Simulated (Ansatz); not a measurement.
Input file:

```yaml
crystal:
  periodic: [false, false, false]
  atoms:
    - {symbol: B, position_ang: [0.000000, 0.000000, 0.000000]}
    - {symbol: B, position_ang: [0.000000, 0.000000, 4.237000]}
basis:
  gaussian: {orbitals: cc-pVDZ}
magnetization: {spin_polarized: true, initial_magnetization: 2}
correlation: {method: ccsdt_q, electrons: outside_noble_gas}
```

```sh
$ ansatz run in.yaml --threads 1 --pin off --events-out ev --progress --plain --max-ram 2393MiB
```

Roughly how long does this take on 1 thread of Arm Neoverse V1, shared host, and how much host memory?

7 s wall and 0.17 GiB.

```
469 factors; integrals over basis functions are off by at most 1.3e-7 eV
mean field evaluation 1: about -1332.1230 eV, gradient 3.4e0 eV
mean field evaluation 2: about -1332.1232 eV, gradient 3.4e0 eV
mean field evaluation 4: about -1332.3004 eV, gradient 4.0e-1 eV
mean field evaluation 8: about -1332.3136 eV, gradient 3.3e-2 eV
mean field evaluation 16: about -1332.3136 eV, gradient 9.4e-6 eV
mean field evaluation 32: about -1332.1229 eV, gradient 3.4e0 eV
mean field evaluation 64: about -1334.9779 eV, gradient 4.2e-2 eV
mean field evaluation 96: about -1334.9779 eV, gradient 1.4e-5 eV
mean field evaluation 128: about -1335.0001 eV, gradient 8.5e-2 eV
mean field evaluation 160: about -1334.9964 eV, gradient 2.8e-2 eV
...
cycle  35  -3.26900086 eV  change    4.1e-7 eV  update   2.7e-5
cycle  36  -3.26899936 eV  change    1.5e-6 eV  update   1.6e-5
cycle  37  -3.26899920 eV  change    1.6e-7 eV  update   5.7e-6
cycle  38  -3.26899988 eV  change   -6.8e-7 eV  update   2.6e-6
cycle  39  -3.26900037 eV  change   -4.8e-7 eV  update   3.1e-6
cycle  40  -3.26900078 eV  change   -4.1e-7 eV  update   1.5e-6
cycle  41  -3.26900094 eV  change   -1.6e-7 eV  update   1.9e-6
cycle  42  -3.26900083 eV  change    1.0e-7 eV  update   1.7e-6
cycle  43  -3.26900078 eV  change    5.9e-8 eV  update   1.3e-6
cycle  44  -3.26900072 eV  change    5.4e-8 eV  update   5.4e-7
perturbative correction -0.00216527 eV, -0.0000795722 hartree
Total energy: -1338.27708445 eV, -49.1807757369 hartree
```
